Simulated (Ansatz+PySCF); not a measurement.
The numbers below are computed, except where a source is named.
## Ansatz (development build ahead of 0.2.0) run

```yaml
crystal:
  periodic: [false, false, false]
  atoms:
    - { symbol: O, position_ang: [1.13012, -0.04551, 0.00645] }
    - { symbol: C, position_ang: [0.31044, 1.11229, 0.00648] }
    - { symbol: C, position_ang: [-0.961, 0.69952, -0.04736] }
    - { symbol: C, position_ang: [-0.91075, -0.71735, -0.0152] }
    - { symbol: C, position_ang: [0.39978, -1.0699, -0.00383] }
    - { symbol: H, position_ang: [0.81324, 2.0251, -0.01102] }
    - { symbol: H, position_ang: [-1.83033, 1.35536, -0.04294] }
    - { symbol: H, position_ang: [-1.85202, -1.37287, -0.03824] }
    - { symbol: H, position_ang: [0.90155, -2.0588, -0.01565] }
basis:
  gaussian: { orbitals: def2-SVP }
magnetization:
  spin_polarized: true
hamiltonian:
  xc: r2scan
```

The input is written out in the form of the current development build from the run's settings.

Results

```yaml
Converged: yes
Total_energy: -229.70765 hartree
Stability_test: minimum
```
